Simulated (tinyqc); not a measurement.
Inside a calculation. Method: G0W0 on RHF in the sto-3g basis, for OH-, spin multiplicity 1. The basis has no diffuse functions, so it cannot describe the extra electron: this is an exercise in the method, not the real anion. One step of it, computed by the program tinyqc.

Question. Integrals over molecular orbitals. (pq|rs) = sum C_ip C_jq C_kr C_ls (ij|kl), one index at a time.

coefficients C:
```
              MO1        MO2        MO3        MO4       MO5        MO6
1O 1s    0.994512  -0.248304   0.087011   0.000000  0.000000  -0.066998
1O 2s    0.022853   0.939432  -0.443284   0.000000  0.000000   0.371284
1O 2px   0.000000   0.000000   0.000000   0.979998  0.199006   0.000000
1O 2py   0.000000   0.000000   0.000000  -0.199006  0.979998   0.000000
1O 2pz   0.002175   0.013017   0.497813   0.000000  0.000000   0.934671
2H 1s   -0.004521   0.199763   0.746749   0.000000  0.000000  -0.821286
```

core Hamiltonian H = T + V (hartree):
```
             1O 1s      1O 2s     1O 2px     1O 2py     1O 2pz      2H 1s
1O 1s   -32.062951  -7.457062   0.000000   0.000000  -0.010180  -1.005434
1O 2s    -7.457062  -8.690183   0.000000   0.000000  -0.125963  -2.371395
1O 2px    0.000000   0.000000  -6.871860   0.000000   0.000000   0.000000
1O 2py    0.000000   0.000000   0.000000  -6.871860   0.000000   0.000000
1O 2pz   -0.010180  -0.125963   0.000000   0.000000  -6.946688  -1.805201
2H 1s    -1.005434  -2.371395   0.000000   0.000000  -1.805201  -3.994499
```

Two-electron integrals (ij|kl) in chemists' order, unique and non-zero (hartree):
```
(11|11) 4.785065   (21|11) 0.741380   (21|21) 0.136873   (22|11) 1.118947
(22|21) 0.256633   (22|22) 0.817206   (31|31) 0.024477   (32|31) 0.037809
(32|32) 0.180518   (33|11) 1.115814   (33|21) 0.256684   (33|22) 0.817023
(33|33) 0.880159   (41|41) 0.024477   (42|41) 0.037809   (42|42) 0.180518
(43|43) 0.047444   (44|11) 1.115814   (44|21) 0.256684   (44|22) 0.817023
(44|33) 0.785270   (44|44) 0.880159   (51|51) 0.024477   (52|51) 0.037809
(52|52) 0.180518   (53|53) 0.047444   (54|54) 0.047444   (55|11) 1.115814
(55|21) 0.256684   (55|22) 0.817023   (55|33) 0.785270   (55|44) 0.785270
(55|55) 0.880159   (61|11) 0.100167   (61|21) 0.018356   (61|22) 0.034263
(61|33) 0.034197   (61|44) 0.034197   (61|51) 0.000830   (61|52) 0.001569
(61|55) 0.034402   (61|61) 0.002493   (62|11) 0.269414   (62|21) 0.062679
(62|22) 0.224197   (62|33) 0.220209   (62|44) 0.220209   (62|51) 0.004700
(62|52) 0.037516   (62|55) 0.231950   (62|61) 0.008587   (62|62) 0.079333
(63|31) 0.006237   (63|32) 0.037462   (63|53) 0.007577   (63|63) 0.010713
(64|41) 0.006237   (64|42) 0.037462   (64|54) 0.007577   (64|64) 0.010713
(65|11) 0.205022   (65|21) 0.048276   (65|22) 0.184379   (65|33) 0.176229
(65|44) 0.176229   (65|51) 0.009381   (65|52) 0.066305   (65|55) 0.200466
(65|61) 0.006873   (65|62) 0.079346   (65|65) 0.089187   (66|11) 0.440738
(66|21) 0.104169   (66|22) 0.429334   (66|33) 0.413021   (66|44) 0.413021
(66|51) 0.009208   (66|52) 0.103801   (66|55) 0.461444   (66|61) 0.014357
(66|62) 0.200412   (66|65) 0.228848   (66|66) 0.774606
```

Give: one-electron integrals over orbitals h = C^T H C; Two-electron integrals over orbitals.

Answer.

one-electron integrals over orbitals h = C^T H C (hartree):
```
          1        2        3        4        5        6
1  -32.0461   0.6071  -0.2046   0.0000   0.0000   0.1596
2    0.6071  -7.1306   0.7018   0.0000   0.0000  -0.8013
3   -0.2046   0.7018  -5.1722   0.0000   0.0000  -1.5198
4    0.0000   0.0000   0.0000  -6.8719   0.0000   0.0000
5    0.0000   0.0000   0.0000   0.0000  -6.8719   0.0000
6    0.1596  -0.8013  -1.5198   0.0000   0.0000  -5.7130
```

Two-electron integrals over orbitals (pq|rs), unique and non-zero (hartree):
```
(11|11) 4.7471    (21|11) -0.4465   (21|21) 0.0659    (22|11) 1.0460
(22|21) -0.0181   (22|22) 0.7352    (31|11) 0.1555    (31|21) -0.0227
(31|22) 0.0083    (31|31) 0.0152    (32|11) -0.1831   (32|21) 0.0068
(32|22) -0.0607   (32|31) 0.0096    (32|32) 0.1279    (33|11) 0.7080
(33|21) -0.0062   (33|22) 0.5825    (33|31) -0.0008   (33|32) 0.0146
(33|33) 0.6210    (41|41) 0.0260    (42|41) 0.0342    (42|42) 0.1571
(43|41) -0.0109   (43|42) -0.0438   (43|43) 0.0321    (44|11) 1.1154
(44|21) -0.0130   (44|22) 0.7669    (44|31) 0.0046    (44|32) -0.0999
(44|33) 0.5638    (44|44) 0.8802    (51|51) 0.0260    (52|51) 0.0342
(52|52) 0.1571    (53|51) -0.0109   (53|52) -0.0438   (53|53) 0.0321
(54|54) 0.0474    (55|11) 1.1154    (55|21) -0.0130   (55|22) 0.7669
(55|31) 0.0046    (55|32) -0.0999   (55|33) 0.5638    (55|44) 0.7853
(55|55) 0.8802    (61|11) -0.1205   (61|21) 0.0184    (61|22) -0.0019
(61|31) 0.0060    (61|32) 0.0214    (61|33) -0.0064   (61|44) -0.0034
(61|55) -0.0034   (61|61) 0.0261    (62|11) 0.1633    (62|21) -0.0043
(62|22) 0.0858    (62|31) 0.0164    (62|32) 0.0471    (62|33) 0.0008
(62|44) 0.0895    (62|55) 0.0895    (62|61) 0.0228    (62|62) 0.1100
(63|11) 0.3025    (63|21) -0.0046   (63|22) 0.1462    (63|31) -0.0028
(63|32) -0.1132   (63|33) 0.0024    (63|44) 0.1750    (63|55) 0.1750
(63|61) -0.0091   (63|62) 0.0244    (63|63) 0.1814    (64|41) 0.0080
(64|42) 0.0327    (64|43) 0.0135    (64|64) 0.0380    (65|51) 0.0080
(65|52) 0.0327    (65|53) 0.0135    (65|65) 0.0380    (66|11) 0.9425
(66|21) -0.0115   (66|22) 0.6750    (66|31) 0.0113    (66|32) 0.0083
(66|33) 0.6205    (66|44) 0.6684    (66|55) 0.6684    (66|61) 0.0091
(66|62) 0.0806    (66|63) 0.0687    (66|66) 0.7100
```
